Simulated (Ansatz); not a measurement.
**AlBH₅S+: two torsions**

A grid of calculations on AlBH₅S, SMILES [BH2][AlH][SH2+], charge +1, to see where the energy is lowest and how it rises around there.

The runs use Ansatz 0.2.0; RHF/def2-TZVP.

**1. Starting geometry**

SMILES `[BH2][AlH][SH2+]`, 8 atoms, charge 1, spin multiplicity 1.

Atoms are counted from 1 here; the program's logs count them from 0.

Bond lengths: B1–Al2 2.124 Å, B1–H4 1.213 Å, B1–H5 1.213 Å, Al2–S3 2.492 Å, Al2–H6 1.583 Å, S3–H7 1.368 Å, S3–H8 1.369 Å. Angles: Al2–B1–H4 120.3°, Al2–B1–H5 120.0°, H4–B1–H5 119.7°, B1–Al2–S3 109.9°, B1–Al2–H6 149.7°, S3–Al2–H6 100.3°, Al2–S3–H7 102.6°, Al2–S3–H8 99.3°, H7–S3–H8 94.5°.

As a file:

```xyz
8

B    -0.9660    1.0256   -1.2691
Al   -0.0176    0.7568    0.6124
S     0.4218   -1.6646    1.0045
H    -0.3063    1.2636   -2.2592
H    -2.1717    0.9290   -1.3596
H     0.5156    1.3640    1.9737
H     0.8386   -2.0947   -0.2259
H     1.6856   -1.5797    1.5231
```

This geometry comes from a loose relaxation at PBE in a small basis, which is not shown.

**2. The minimum at this level**

Input file input.yaml:

```yaml
crystal:
  periodic: [false, false, false]
  atoms:
    - { symbol: B, position_ang: [-0.965954, 1.025567, -1.269071] }
    - { symbol: Al, position_ang: [-0.017606, 0.756768, 0.61237] }
    - { symbol: S, position_ang: [0.42182, -1.664627, 1.004523] }
    - { symbol: H, position_ang: [-0.306327, 1.263608, -2.25918] }
    - { symbol: H, position_ang: [-2.171692, 0.929008, -1.359579] }
    - { symbol: H, position_ang: [0.515591, 1.364013, 1.973669] }
    - { symbol: H, position_ang: [0.838564, -2.09468, -0.225856] }
    - { symbol: H, position_ang: [1.685613, -1.579666, 1.523133] }
total_charge: 1
basis:
  gaussian: { orbitals: def2-TZVP }
hamiltonian:
  xc: hf
output:
  forces: true
relax:
  f_tol: 0.003
  max_steps: 120
```

On the command line:

```bash
$ ansatz run input.yaml --threads 1 --pin off --max-ram 2560MiB --backend cpu --events-out ev --progress --plain --runs-dir out
```

What it wrote, shortened:

```text
Warning: RAYON_NUM_THREADS=1 ignored (pool sized by the plan → 1); use --threads N
[...]
Functional definition: HF
[...]
1084 factors; their error is unknown
[...]
mean field -18144.45902691 eV, -666.7965704827 hartree, gradient 1.9e-5 eV, S^2 0.000000; 0 other end points of the search recorded, 0 dependent functions left out
[...]
reference -18144.45902691 eV, -666.7965704827 hartree; 19, 19 occupied and 116, 116 virtual orbitals, 1084 factors
relax step   1: F+E_penalty+E_count = -18144.45902691 eV  Δ(F+E_penalty+E_count) = +0.000e0 eV  max|allowed force component| = 1.312e0 eV/Å  Δτ_max = 0.0000 Å  (33 SCF iters, accepted)
[...]
relax step   4: F+E_penalty+E_count = -18144.52774365 eV  Δ(F+E_penalty+E_count) = -8.320e-4 eV  max|allowed force component| = 1.012e-1 eV/Å  Δτ_max = 0.0621 Å  (27 SCF iters, accepted)
[...]
relax step   7: F+E_penalty+E_count = -18144.53199764 eV  Δ(F+E_penalty+E_count) = -4.209e-5 eV  max|allowed force component| = 2.542e-2 eV/Å  Δτ_max = 0.0193 Å  (29 SCF iters, accepted)
[...]
relax step  10: F+E_penalty+E_count = -18144.53218573 eV  Δ(F+E_penalty+E_count) = -5.289e-6 eV  max|allowed force component| = 6.219e-3 eV/Å  Δτ_max = 0.0102 Å  (30 SCF iters, accepted)
[...]
relax step  11: F+E_penalty+E_count = -18144.53216796 eV  Δ(F+E_penalty+E_count) = +1.777e-5 eV  max|allowed force component| = 1.412e-2 eV/Å  Δτ_max = 0.0135 Å  (29 SCF iters, rejected (line search))
[...]
relax step  12: F+E_penalty+E_count = -18144.53219145 eV  Δ(F+E_penalty+E_count) = -5.720e-6 eV  max|allowed force component| = 2.624e-3 eV/Å  Δτ_max = 0.0031 Å  (29 SCF iters, accepted)
1084 factors; their error is unknown
[...]
mean field -18144.53219145 eV, -666.7992592300 hartree, gradient 1.3e-5 eV, S^2 0.000000; 1 other end points of the search recorded, 0 dependent functions left out
[...]
reference -18144.53219145 eV, -666.7992592300 hartree; 19, 19 occupied and 116, 116 virtual orbitals, 1084 factors
Total energy: -18144.53219145 eV, -666.7992592300 hartree
Atom 0 at    -0.990858     1.051093    -1.286464 Å, force    -0.001102    -0.000763     0.001832 eV/Å
Atom 1 at    -0.023854     0.706586     0.598509 Å, force    -0.000958     0.001266    -0.001667 eV/Å
Atom 2 at     0.471416    -1.678382     1.000460 Å, force     0.001492    -0.000623     0.000795 eV/Å
Atom 3 at    -0.344802     1.264551    -2.255436 Å, force    -0.001025    -0.000338    -0.000315 eV/Å
Atom 4 at    -2.172048     1.022876    -1.359550 Å, force     0.002624     0.000271    -0.000653 eV/Å
Atom 5 at     0.495797     1.344851     1.917166 Å, force     0.000411     0.000311     0.001045 eV/Å
Atom 6 at     0.891031    -2.120825    -0.184103 Å, force     0.000783     0.000548     0.000858 eV/Å
Atom 7 at     1.673327    -1.590759     1.569427 Å, force    -0.002225    -0.000672    -0.001896 eV/Å
Dipole moment:     0.280575    -0.089709    -0.039970 e Å
```

Run time: 33 s. Hardware: 1 thread of Arm Neoverse V1, shared host; peak memory 0.24 GiB.

Step by step:

| step | energy from step 1 (eV) | largest force component (eV/Å) |
| --- | --- | --- |
| 1 | 0.0000 | 1.3117 |
| 2 | -0.0623 | 0.3810 |
| 3 | -0.0679 | 0.1937 |
| 4 | -0.0687 | 0.1012 |
| 5 | -0.0727 | 0.0375 |
| 6 | -0.0729 | 0.0160 |
| 7 | -0.0730 | 0.0254 |
| 8 | -0.0731 | 0.0136 |
| 9 | -0.0732 | 0.0025 |
| 10 | -0.0732 | 0.0062 |
| 11 | -0.0731 | 0.0141 |
| 12 | -0.0732 | 0.0026 |

Distances of close pairs at the start and the end, largest changes first:

| bond | before (Å) | after (Å) | change (Å) |
| --- | --- | --- | --- |
| S3–H7 | 1.368 | 1.332 | -0.036 |
| S3–H8 | 1.369 | 1.333 | -0.036 |
| B1–H4 | 1.213 | 1.184 | -0.029 |
| B1–H5 | 1.213 | 1.184 | -0.029 |
| Al2–H6 | 1.583 | 1.554 | -0.029 |
| Al2–S3 | 2.492 | 2.469 | -0.023 |
| B1–Al2 | 2.124 | 2.146 | +0.022 |

**3. Setting up the map**

First coordinate, dihedral H4–B1–Al2–S3: 15 values from −180 to 156 °, periodic. Second coordinate, dihedral B1–Al2–S3–H7: 15 values from −180 to 156 °, periodic.

Nothing else is relaxed (all other coordinates rigid). Energies count from the relaxed molecule at the same level. Points are written as (first, second).

Below, 3 of the grid's runs; all are launched alike.

**4. Point (132°, −180°)**

Input file input.yaml:

```yaml
crystal:
  periodic: [false, false, false]
  atoms:
    - { symbol: B, position_ang: [-0.990858, 1.051093, -1.286464] }
    - { symbol: Al, position_ang: [-0.023854, 0.706586, 0.598509] }
    - { symbol: S, position_ang: [-1.002706, 2.034408, 2.435263] }
    - { symbol: H, position_ang: [-0.344802, 1.264551, -2.255436] }
    - { symbol: H, position_ang: [-2.172048, 1.022876, -1.35955] }
    - { symbol: H, position_ang: [1.121559, -0.033894, 1.344159] }
    - { symbol: H, position_ang: [-0.280411, 1.687236, 3.499587] }
    - { symbol: H, position_ang: [-0.418935, 3.214373, 2.228175] }
total_charge: 1
basis:
  gaussian: { orbitals: def2-TZVP }
hamiltonian:
  xc: hf
output:
  forces: true
```

On the command line:

```bash
$ ansatz run input.yaml --threads 1 --pin off --max-ram 2560MiB --backend cpu --events-out ev --progress --plain --runs-dir out
```

What it wrote, shortened:

```text
Warning: RAYON_NUM_THREADS=1 ignored (pool sized by the plan → 1); use --threads N
[...]
Functional definition: HF
[...]
1084 factors; their error is unknown
[...]
mean field -18144.46148984 eV, -666.7966609940 hartree, gradient 1.6e-5 eV, S^2 0.000000; 0 other end points of the search recorded, 0 dependent functions left out
[...]
reference -18144.46148984 eV, -666.7966609940 hartree; 19, 19 occupied and 116, 116 virtual orbitals, 1084 factors
Total energy: -18144.46148984 eV, -666.7966609940 hartree
Atom 0 at    -0.990858     1.051093    -1.286464 Å, force    -0.079311     0.021041    -0.071121 eV/Å
Atom 1 at    -0.023854     0.706586     0.598509 Å, force     0.249131    -0.016792     0.089590 eV/Å
Atom 2 at    -1.002706     2.034408     2.435263 Å, force    -0.260659     0.104123     0.063217 eV/Å
Atom 3 at    -0.344802     1.264551    -2.255436 Å, force     0.009355     0.010342     0.044943 eV/Å
Atom 4 at    -2.172048     1.022876    -1.359550 Å, force    -0.004759    -0.017253    -0.008943 eV/Å
Atom 5 at     1.121559    -0.033894     1.344159 Å, force    -0.030398    -0.116424    -0.052543 eV/Å
Atom 6 at    -0.280411     1.687236     3.499587 Å, force     0.113981    -0.007010    -0.083347 eV/Å
Atom 7 at    -0.418935     3.214373     2.228175 Å, force     0.002660     0.021973     0.018204 eV/Å
Dipole moment:     0.191587     0.112754     0.194071 e Å
```

Wall time 2.4 s (1 thread of Arm Neoverse V1, shared host); peak memory 0.23 GiB.

That is 71 meV from the zero.

**5. The run at (84°, 36°)**

Input file input.yaml:

```yaml
crystal:
  periodic: [false, false, false]
  atoms:
    - { symbol: B, position_ang: [-0.990858, 1.051093, -1.286464] }
    - { symbol: Al, position_ang: [-0.023854, 0.706586, 0.598509] }
    - { symbol: S, position_ang: [0.54979, 2.797946, 1.77837] }
    - { symbol: H, position_ang: [-0.344802, 1.264551, -2.255436] }
    - { symbol: H, position_ang: [-2.172048, 1.022876, -1.35955] }
    - { symbol: H, position_ang: [0.540508, -0.355278, 1.583505] }
    - { symbol: H, position_ang: [-0.462497, 3.614665, 1.489809] }
    - { symbol: H, position_ang: [0.161451, 2.49933, 3.01773] }
total_charge: 1
basis:
  gaussian: { orbitals: def2-TZVP }
hamiltonian:
  xc: hf
output:
  forces: true
```

On the command line:

```bash
$ ansatz run input.yaml --threads 1 --pin off --max-ram 2560MiB --backend cpu --events-out ev --progress --plain --runs-dir out
```

What it wrote, shortened:

```text
Warning: RAYON_NUM_THREADS=1 ignored (pool sized by the plan → 1); use --threads N
[...]
Functional definition: HF
[...]
1084 factors; their error is unknown
[...]
mean field -18144.53115209 eV, -666.7992210345 hartree, gradient 1.8e-5 eV, S^2 0.000000; 0 other end points of the search recorded, 0 dependent functions left out
[...]
reference -18144.53115209 eV, -666.7992210345 hartree; 19, 19 occupied and 116, 116 virtual orbitals, 1084 factors
Total energy: -18144.53115209 eV, -666.7992210345 hartree
Atom 0 at    -0.990858     1.051093    -1.286464 Å, force     0.011549    -0.036031    -0.008666 eV/Å
Atom 1 at    -0.023854     0.706586     0.598509 Å, force     0.001256     0.008573    -0.008448 eV/Å
Atom 2 at     0.549790     2.797946     1.778370 Å, force    -0.005929    -0.000984    -0.008393 eV/Å
Atom 3 at    -0.344802     1.264551    -2.255436 Å, force    -0.004058     0.009588     0.005938 eV/Å
Atom 4 at    -2.172048     1.022876    -1.359550 Å, force    -0.003846     0.015507     0.001335 eV/Å
Atom 5 at     0.540508    -0.355278     1.583505 Å, force    -0.003426     0.003067     0.005030 eV/Å
Atom 6 at    -0.462497     3.614665     1.489809 Å, force     0.000438    -0.000861     0.011223 eV/Å
Atom 7 at     0.161451     2.499330     3.017730 Å, force     0.004016     0.001142     0.001981 eV/Å
Dipole moment:    -0.182549     0.093377     0.211028 e Å
```

Wall time 2.3 s (1 thread of Arm Neoverse V1, shared host); peak memory 0.23 GiB.

On the map this point reads 1.0 meV.

**6. Point (−180°, −156°)**

Input file input.yaml:

```yaml
crystal:
  periodic: [false, false, false]
  atoms:
    - { symbol: B, position_ang: [-0.990858, 1.051093, -1.286464] }
    - { symbol: Al, position_ang: [-0.023854, 0.706586, 0.598509] }
    - { symbol: S, position_ang: [-1.621567, 0.290347, 2.433989] }
    - { symbol: H, position_ang: [-0.344802, 1.264551, -2.255436] }
    - { symbol: H, position_ang: [-2.172048, 1.022876, -1.35955] }
    - { symbol: H, position_ang: [1.329159, 0.640508, 1.360916] }
    - { symbol: H, position_ang: [-0.94408, 0.63053, 3.529576] }
    - { symbol: H, position_ang: [-2.37123, 1.390055, 2.365879] }
total_charge: 1
basis:
  gaussian: { orbitals: def2-TZVP }
hamiltonian:
  xc: hf
output:
  forces: true
```

On the command line:

```bash
$ ansatz run input.yaml --threads 1 --pin off --max-ram 2560MiB --backend cpu --events-out ev --progress --plain --runs-dir out
```

What it wrote, shortened:

```text
Warning: RAYON_NUM_THREADS=1 ignored (pool sized by the plan → 1); use --threads N
[...]
Functional definition: HF
[...]
1084 factors; their error is unknown
[...]
mean field -18144.48532381 eV, -666.7975368760 hartree, gradient 2.1e-5 eV, S^2 0.000000; 0 other end points of the search recorded, 0 dependent functions left out
[...]
reference -18144.48532381 eV, -666.7975368760 hartree; 19, 19 occupied and 116, 116 virtual orbitals, 1084 factors
Total energy: -18144.48532381 eV, -666.7975368760 hartree
Atom 0 at    -0.990858     1.051093    -1.286464 Å, force    -0.116622    -0.033834    -0.141473 eV/Å
Atom 1 at    -0.023854     0.706586     0.598509 Å, force     0.213040     0.078284     0.210614 eV/Å
Atom 2 at    -1.621567     0.290347     2.433989 Å, force    -0.126741    -0.011805    -0.027027 eV/Å
Atom 3 at    -0.344802     1.264551    -2.255436 Å, force     0.007275    -0.002077     0.064805 eV/Å
Atom 4 at    -2.172048     1.022876    -1.359550 Å, force    -0.020459     0.021454    -0.018369 eV/Å
Atom 5 at     1.329159     0.640508     1.360916 Å, force     0.029127    -0.057391    -0.053136 eV/Å
Atom 6 at    -0.944080     0.630530     3.529576 Å, force     0.061361     0.038930    -0.059111 eV/Å
Atom 7 at    -2.371230     1.390055     2.365879 Å, force    -0.046981    -0.033561     0.023698 eV/Å
Dipole moment:     0.000167     0.184384     0.204764 e Å
```

Run time: 2.4 s. Hardware: 1 thread of Arm Neoverse V1, shared host; peak memory 0.23 GiB.

That is 47 meV from the zero.

**7. The map**

225 points were computed. Energies in meV, from the relaxed molecule at the same level:

| dihedral B1–Al2–S3–H7 (°) ↓, dihedral H4–B1–Al2–S3 (°) → | −180 | −156 | −132 | −108 | −84 | −60 | −36 | −12 | 12 | 36 | 60 | 84 | 108 | 132 | 156 |
| --- | --- | --- | --- | --- | --- | --- | --- | --- | --- | --- | --- | --- | --- | --- | --- |
| 156 | 128 | 117 | 99 | 85 | 85 | 99 | 117 | 128 | 124 | 108 | 91 | 83 | 91 | 108 | 124 |
| 132 | 147 | 138 | 119 | 103 | 100 | 112 | 132 | 146 | 144 | 129 | 109 | 99 | 104 | 122 | 140 |
| 108 | 130 | 124 | 106 | 90 | 85 | 94 | 112 | 127 | 129 | 116 | 97 | 85 | 88 | 103 | 121 |
| 84 | 86 | 82 | 68 | 53 | 47 | 54 | 69 | 83 | 85 | 75 | 60 | 49 | 50 | 61 | 77 |
| 60 | 43 | 39 | 28 | 16 | 11 | 18 | 30 | 41 | 43 | 34 | 21 | 12 | 13 | 24 | 37 |
| 36 | 31 | 25 | 13 | 3 | 1 | 8 | 21 | 30 | 29 | 19 | 8 | 1 | 4 | 15 | 26 |
| 12 | 58 | 49 | 36 | 26 | 26 | 36 | 49 | 58 | 55 | 42 | 30 | 25 | 30 | 43 | 55 |
| −12 | 108 | 98 | 82 | 70 | 71 | 82 | 98 | 108 | 105 | 90 | 75 | 69 | 76 | 91 | 105 |
| −36 | 149 | 140 | 122 | 107 | 105 | 117 | 135 | 148 | 146 | 131 | 113 | 104 | 110 | 126 | 143 |
| −60 | 153 | 146 | 129 | 113 | 108 | 117 | 135 | 150 | 151 | 138 | 120 | 109 | 111 | 126 | 144 |
| −84 | 116 | 113 | 99 | 84 | 78 | 84 | 99 | 113 | 116 | 107 | 91 | 80 | 80 | 91 | 107 |
| −108 | 67 | 64 | 52 | 41 | 37 | 42 | 53 | 64 | 67 | 58 | 46 | 38 | 38 | 47 | 60 |
| −132 | 38 | 33 | 22 | 12 | 11 | 18 | 29 | 37 | 36 | 27 | 16 | 11 | 14 | 24 | 34 |
| −156 | 47 | 39 | 26 | 17 | 18 | 28 | 40 | 47 | 44 | 32 | 21 | 16 | 22 | 34 | 45 |
| −180 | 86 | 75 | 60 | 49 | 50 | 63 | 78 | 86 | 82 | 67 | 53 | 48 | 56 | 71 | 84 |

The largest force on an atom (eV/Å) at each point:

```tsv
dihedral B1–Al2–S3–H7 (°) ↓, dihedral H4–B1–Al2–S3 (°) →	−180	−156	−132	−108	−84	−60	−36	−12	12	36	60	84	108	132	156
156	0.48	0.48	0.48	0.48	0.48	0.48	0.48	0.48	0.48	0.48	0.48	0.48	0.48	0.48	0.48
132	0.55	0.55	0.55	0.55	0.55	0.55	0.56	0.56	0.55	0.55	0.55	0.55	0.55	0.55	0.56
108	0.46	0.46	0.46	0.46	0.46	0.46	0.46	0.46	0.46	0.46	0.46	0.46	0.46	0.46	0.46
84	0.25	0.25	0.25	0.26	0.26	0.27	0.26	0.26	0.25	0.25	0.26	0.26	0.26	0.26	0.26
60	0.17	0.14	0.09	0.07	0.08	0.09	0.12	0.16	0.16	0.12	0.07	0.08	0.08	0.09	0.15
36	0.16	0.13	0.06	0.02	0.01	0.05	0.11	0.16	0.15	0.10	0.05	0.04	0.04	0.08	0.14
12	0.17	0.12	0.06	0.08	0.10	0.11	0.12	0.17	0.16	0.10	0.07	0.09	0.11	0.11	0.15
−12	0.25	0.22	0.20	0.21	0.23	0.26	0.27	0.27	0.24	0.21	0.20	0.22	0.24	0.27	0.27
−36	0.39	0.37	0.34	0.33	0.33	0.35	0.38	0.39	0.38	0.36	0.33	0.33	0.34	0.36	0.39
−60	0.40	0.40	0.39	0.36	0.34	0.34	0.37	0.39	0.41	0.40	0.37	0.35	0.34	0.35	0.38
−84	0.31	0.33	0.33	0.31	0.29	0.27	0.27	0.29	0.32	0.33	0.32	0.30	0.28	0.27	0.28
−108	0.26	0.24	0.24	0.24	0.23	0.21	0.24	0.26	0.25	0.23	0.24	0.23	0.22	0.22	0.26
−132	0.29	0.26	0.21	0.17	0.18	0.21	0.25	0.28	0.28	0.23	0.18	0.17	0.20	0.24	0.28
−156	0.31	0.28	0.23	0.19	0.19	0.22	0.27	0.30	0.29	0.25	0.20	0.18	0.20	0.25	0.30
−180	0.33	0.30	0.29	0.29	0.29	0.29	0.29	0.32	0.31	0.29	0.29	0.29	0.29	0.29	0.31
```

Energy (meV) at eleven even steps along the easiest path on the interpolated surface, from (84°, 36°): 0, 2, 10, 17, 26, 30, 28, 20, 12, 3, 0.

**8. Results**

| quantity | value |
| --- | --- |
| lowest point | (84°, 36°), 1.0 meV |
| highest computed point | (−180°, −60°), 151 meV above the lowest |
| largest force on an atom (eV/Å) | 0.01 at (−84°, 36°) to 0.56 at (−36°, 132°); 0.04 at the lowest point |
| time for the whole task | 11 min on 1 thread, shared host |

In words: The lowest computed point is at (84°, 36°), 1.0 meV from the relaxed molecule at the same level; the map holds 2 wells of about this depth. There is a further well near (84°, −132°) (10 meV above the lowest at that grid point). The highest computed point, (−180°, −60°), lies 151 meV above the lowest. On the interpolated surface the easiest way out of the lowest well to a well of the same energy at (−84°, 36°) passes a barrier of about 30 meV. Round the minimum the two coordinates are nearly uncoupled.
